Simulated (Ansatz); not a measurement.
`NC/C=C\F` + CH₃SH → `CSCN` + `C=CF`  (substitution at a C–C bond)

Gas-phase electronic energies from Ansatz, PBE0-D4/def2-TZVP geometries. CCSD(T)/CBS is the MP2 limit (def2-TZVPP, def2-QZVPP) plus CCSD(T) − MP2 in def2-TZVPP, frozen cores. This one scheme is used for every species. Functionals use def2-TZVPP. B3LYP here is the variant with VWN-RPA as its local correlation; programs differ in this. Each species was taken in one conformer, which may not be the lowest.

Is it downhill or uphill in electronic energy at CCSD(T)/CBS, and by how much? (Estimate.)

Computed: Nearly level: ΔE = +0.1 kJ/mol.

What do these levels give: PBE-D4, r2SCAN-D4, PBE0-D4, B3LYP-D4, ωB97X-V, B2PLYP, r2SCAN, HF/def2-TZVPP, CCSD/def2-TZVPP, SCS-MP2/def2-QZVPP, HF/CBS(def2), MP2/CBS(def2)? (Best estimate.)

Ansatz gave: PBE-D4 -6.2, r2SCAN-D4 -4.2, PBE0-D4 -1.4, B3LYP-D4 -2.6, ωB97X-V 1.2, B2PLYP 0.2, r2SCAN -3.9, HF/def2-TZVPP 9.7, CCSD/def2-TZVPP 5.4, SCS-MP2/def2-QZVPP 1.0, HF/CBS(def2) 9.7, MP2/CBS(def2) -2.5 kJ/mol.

Largest T1 diagnostic among the species: 0.012.

In def2-TZVPP, CCSD(T) changes the Hartree–Fock value by −7.1 kJ/mol (the triples alone add −2.8 kJ/mol) and MP2 by −9.7 kJ/mol. The D4 term adds −3.1 kJ/mol with B3LYP and −1.6 kJ/mol with PBE0; it sums over pairs of atoms, weighted by their polarisabilities, and B3LYP, whose exchange is more repulsive, gets the larger term.
